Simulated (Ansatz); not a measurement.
The same path of BFH$_{5}$N (8 atoms, charge 0, multiplicity 1) was run twice with different band settings. Lost on the way: B1–H2, N5–H8. Made: H2–H8.

Computed with RKS LDA/6-31G* in Ansatz.

Relaxed end points:

```xyz
8
Properties=species:S:1:pos:R:3
B 0.033 -0.117 0.158
H 0.227 0.621 1.123
H 0.952 -0.151 -0.658
F -1.237 -0.044 -0.391
N 0.060 -1.619 0.819
H -0.121 -2.325 0.089
H 0.970 -1.822 1.260
H -0.682 -1.706 1.531
```

```xyz
8
Properties=species:S:1:pos:R:3
B 0.097 -0.586 -0.701
H -0.303 -0.237 3.076
H 1.051 0.105 -0.972
F -1.060 -0.384 -1.330
N 0.186 -1.593 0.260
H -0.600 -2.200 0.499
H 1.051 -1.801 0.757
H -0.219 -0.466 2.344
```

Common settings: spring 5.0 eV/Å²; optimiser quadratic models (default); start path through a guess of the saddle point; force threshold 0.05 eV/Å; iteration limit 60; end points relaxed.

| run | movable images | climbing image |
| --- | --- | --- |
| 1 | 5 | yes |
| 2 | 3 | no |

**Question.** What does each run give, and how far can it be trusted?

**Answer.** Run 1: converged after 17 iterations, highest image 1.384 eV above the first end. Neighbouring images differ by up to 1.3 eV, so the band resolves the path poorly. A vibrational analysis at the climbing image gives one clearly imaginary mode, 1208i cm⁻¹: a first-order saddle point.
Run 2: converged after 29 iterations, highest image 1.215 eV above the first end. Neighbouring images differ by up to 1.2 eV, so the band resolves the path poorly. No image climbed, so the highest image needn't sit at the top of the path. So few images can step over the top or miss a turn of the path.
The orbitals stay closed-shell, which can raise the energy where a bond breaks towards radicals; this wasn't checked here.
